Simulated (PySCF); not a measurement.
# From computed data to an observable: refractive index and permittivity of the vapour

C₂H₃N, SMILES CC#N.

Geometry: PBE0-D3(BJ)/def2-TZVP.

HF/def2-TZVPD (PySCF) gives a mean static polarisability of 28.1 bohr³ and a dipole moment of 4.23 D. Take an ideal gas at 298.15 K and 1 bar, whether or not the substance is that volatile.

Question: Work out n − 1 in the optical limit and the static ε − 1.

Answer: 
Polarisability volume α' = 28.1 × 0.148185 = 4.16 Å³. Number density N = p/kT = 2.43e-5 Å⁻³.
Dilute limit of Lorentz–Lorenz: n − 1 = 2π N α' = 0.00064.
Orientation term of Debye: μ²/(3kT) = 8.098 Å³ × μ²(D²) = 144.89 Å³.
ε − 1 = 4π N (α' + μ²/3kT) = 0.046. Orientation of the dipole supplies 97 % of the static response; it can't follow optical fields. Vibrational polarisation and dispersion are left out.
